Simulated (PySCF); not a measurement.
# Energy profile

The step: CH₅N ([CH3][NH2]) + SiH₂ → CH₇NSi ([CH3][NH][SiH3]); bonds formed: Si1–H2; dative contacts that become bonds: Si1–N3; bonds broken: H2–N3 (atoms numbered as in the saddle structure below).

Si1  (-0.948, -1.284, -0.222)
H2  (-0.021, -0.985, 1.058)
N3  (0.582, -0.228, 0.069)
C4  (0.359, 1.170, 0.356)
H5  (-1.861, -0.487, -1.113)
H6  (-0.401, -2.373, -1.089)
H7  (1.459, -0.431, -0.394)
H8  (0.138, 1.748, -0.549)
H9  (1.211, 1.620, 0.870)
H10  (-0.517, 1.251, 1.012)
(Å)

Electronic energies by CCSD(T) at an estimated basis limit (MP2 extrapolated from triple and quadruple zeta, plus CCSD(T) − MP2 in triple zeta), on PBE0-D4/def2-TZVP structures; CH$_{7}$NSi, singlet; no counterpoise correction. Computed with PySCF 2.14 with density fitting (its default auxiliary sets; JK sets also for MP2 and CCSD(T)) (basis: def2-TZVPP and def2-QZVPP); correlated methods freeze the cores. Extrapolation: Hartree–Fock as exp(−7.88 √X), correlation as X^−2.97.

**Question.** Give the profile in eV, counted from the separated reactants. (An estimate is asked for; the value comes from the calculation.)

**Answer.** By the calculation:
| point | eV |
| --- | --- |
| separated: SiH$_{2}$ (Si1, H5, H6; singlet) + CH$_{5}$N (linked as [CH3][NH2]; H2, N3, C4, H7, H8, H9, H10; singlet) | 0.000 |
| start structure | -1.483 |
| saddle | 0.188 |
| end structure | -2.892 |

The T1 diagnostic stays at or below 0.015. The restricted Hartree–Fock reference is unstable towards an unrestricted one at one or more of these structures.

Losses and insertions of silylenes and their heavier kin drive the gas-phase chemistry of silicon and germanium vapour deposition.

For scale, one of the runs: CCSD(T)/def2-TZVPP, 202 basis functions, launched by `OMP_NUM_THREADS=4 python run.py`. Time: 6 min of wall clock on 4 CPU threads of an Arm Neoverse V1; the host was shared. Peak host memory: 2.3 GiB.
